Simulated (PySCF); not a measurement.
Numbering as in the mapped SMILES `[CH3:1][n:2]1[cH:3][n:4][cH:5][n:6]1`. Hydrogens are named by the atom that carries them.

GIAO PBE0/pcSseg-1 shifts (PySCF 2.14.0 with density-fitted response routines, gas phase, non-relativistic, equivalent atoms averaged), each against references optimised in the same way as the molecule (TMS, NH3).

On the GFN2-xTB geometry: C5 155.5, C3 147.4, C1 36.4, N6 338.8, N4 297.1, N2 232.0, H(C5) 7.89, H(C3) 7.87, H(C1) 4.06 ppm.

What changes on the PBE0-D3(BJ)/def2-SVP geometry?

Answers


```csv
atoms,δ (ppm),change
C5,157.0,+1.5
C3,146.9,-0.5
C1,35.9,-0.5
N6,335.4,-3.4
N4,293.4,-3.7
N2,232.7,+0.7
H(C5),7.82,-0.07
H(C3),7.69,-0.18
H(C1),3.75,-0.31
```

Bonds between heavy atoms that differ most (equivalent bonds averaged): C5–N6 1.312 → 1.321 Å, N4–C5 1.347 → 1.353 Å, C1–N2 1.433 → 1.438 Å, N2–C3 1.344 → 1.349 Å, C3–N4 1.312 → 1.315 Å. Mean change of bonds to hydrogen: C–H +0.013 Å.
